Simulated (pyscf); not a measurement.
5 gas-phase steps of one pattern: hydrogen abstraction on the doublet surface, H–H broken and H–O formed. Optimised with ωB97X-D3(BJ)/def2-SVP in PySCF. Electronic energies in kJ/mol, from the separated reactants; ΔE‡ at ωB97M-D3(BJ)/def2-TZVP, beside the barrier at B3LYP-D3(BJ)/def2-TZVP on the same structures. Rows were drawn at random from the steps of this pattern with a verified saddle, stable references and no exit in the data more than 5 kcal/mol lower.

```
row                                                                                                                                           step  ΔE‡(B3LYP-D3(BJ))   ΔE‡
---  ---------------------------------------------------------------------------------------------------------------------------------------------  -----------------  ----
1                                      •O–Si(=O)–OH (SMILES [O][Si](=O)O) + H₂ (SMILES [H][H]) → O=Si(OH)–OH (SMILES O=[Si](O)O) + H• (SMILES [H])               16.8  27.4
2    •O–Sn(OH)(OH)–OH (SMILES [O][Sn]([OH])([OH])[OH]) + H₂ (SMILES [H][H]) → HO–Sn(OH)(OH)–OH (SMILES [OH][Sn]([OH])([OH])[OH]) + H• (SMILES [H])                0.0     ?
3    •O–Sn(Cl)(Cl)–Cl (SMILES [O][Sn]([Cl])([Cl])[Cl]) + H₂ (SMILES [H][H]) → HO–Sn(Cl)(Cl)–Cl (SMILES [OH][Sn]([Cl])([Cl])[Cl]) + H• (SMILES [H])               -1.6   8.5
4                            •O–Ga(OH)–F (SMILES [O][Ga]([OH])[F]) + H₂ (SMILES [H][H]) → HO–Ga(OH)–F (SMILES [OH][Ga]([OH])[F]) + H• (SMILES [H])                0.0  10.7
5                                       •O–As(OH)–OH (SMILES [O][As](O)O) + H₂ (SMILES [H][H]) → HO–As(OH)–OH (SMILES O[As](O)O) + H• (SMILES [H])               28.0  36.1
```

Fit ΔE‡ = a + b·ΔE‡(B3LYP-D3(BJ)) to the other rows and predict row 2.

Over the 4 complete rows the means are +10.8 (ΔE‡(B3LYP-D3(BJ))) and 20.7 (ΔE‡); least squares gives b = 0.94 and a = 10.5 kJ/mol, with residuals of 0.7 kJ/mol (root mean square; largest 1.1, row 1). For row 2: 10.5 + 0.94 × (0.0) = 10.5 kJ/mol. The computed barrier is 10.2 kJ/mol, 0.3 under the line. The line follows the complete rows closely. Each barrier is that of the saddle found. Elements up to Kr have no core potential and no relativistic terms here. Elements past Kr carry the def2 core potentials, without spin-orbit coupling.
